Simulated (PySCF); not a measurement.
From computed data to an observable: chemical shift, span and skew from a shielding tensor

CH4O, SMILES CO. Atoms are numbered in the order given.

```xyz
6

C     -0.0200     0.6641     0.0000
O      0.1223    -0.7474     0.0000
H     -0.5456     1.0252     0.8926
H      0.9863     1.0847     0.0000
H     -0.5456     1.0252    -0.8926
H     -0.7537    -1.1408     0.0000
```
Charge 0, spin multiplicity 1.

Geometry optimised at ωB97X-D3(BJ)/def2-TZVP.

GIAO shieldings from PBE0/pcSseg-2 in PySCF, non-relativistic, no solvent. The symmetric part of the tensor of C1 has the principal values 99.8, 107.6, 183.5 ppm. The same nucleus in TMS has σ = 186.1 ppm at this level (PySCF, at its B3LYP-D3(BJ)/def2-TZVP geometry).

Task: Work out the isotropic shielding, the ¹³C shift against TMS, the span and the skew.

Result: 
σ(iso) = (σ11 + σ22 + σ33)/3 = 130.3 ppm. δ = σ(ref) − σ(iso) = 186.1 − (130.3) = 55.8 ppm.
Span Ω = σ33 − σ11 = 83.7 ppm. Skew κ = 3(σ(iso) − σ22)/Ω = 0.81. Tumbling in solution averages the tensor to δ; in a static solid the shielding alone would spread this spin-1/2 line over Ω.
